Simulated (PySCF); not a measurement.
Thioformaldehyde, CH₂S, SMILES C=S, point group C2v.

Level: B3LYP/pcSseg-2 in PySCF (density fitting, grid level 2); geometry and Hessian at that level, cubic constants and property derivatives from steps of ±0.6 along each species' dimensionless normal coordinates, second-order vibrational perturbation theory. The parent has the commonest isotopes.

Equilibrium geometry (Å):

```
atom        x        y        z
  C1  -0.0976   0.0113   0.1815
  S2   1.4494  -0.0827  -0.2448
  H3  -0.6590   0.9407   0.1249
  H4  -0.6519  -0.8503   0.5456
```

How much do zero-point and thermal motion change the parent's shieldings?


| atom | σe (ppm) | anharmonic part, 0 K | harmonic part, 0 K | Δσ at 0 K | Δσ at 250 K | Δσ at 400 K |
| --- | --- | --- | --- | --- | --- | --- |
| C1 | -86.69 | -1.48 | -5.54 | -7.02 | -7.28 | -7.67 |
| S2 | -874.13 | -5.42 | -45.86 | -51.28 | -53.24 | -56.79 |
| H3 | 19.76 | -0.12 | -0.49 | -0.61 | -0.62 | -0.64 |

And the bond lengths, in the parent and with ¹³C at 1?


```json
{"bond": "C1–S2", "re (Å)": "1.6074", "⟨r⟩ at 0 K": "1.6121", "between mean positions": "1.6119", "⟨r⟩, labelled": "1.6120"}
{"bond": "C1–H3", "re (Å)": "1.0873", "⟨r⟩ at 0 K": "1.1082", "between mean positions": "1.0974", "⟨r⟩, labelled": "1.1081"}
```

What are the dipole moments?

1.770 D at equilibrium; averaged at 0 K: parent 1.725 D; ¹³C at 1 1.725 D; ³³S at 2 1.725 D; ³³S at 2, ²H at 3 1.732 D; ²H at 3 1.732 D; ²H at 3, ²H at 4 1.739 D; ¹³C at 1, ²H at 3 1.732 D. Measured: 1.647 D (NIST CCCBDB Release 22 (SRD 101), experimental dipoles).

The study (114 SCF points, 107 basis functions) took 3.2 min on 1 thread of AMD EPYC 9R45 96-Core, shared host (rough), peak memory 0.47 GiB, launched as `OMP_NUM_THREADS=1 python ens_run.py task.json out`.
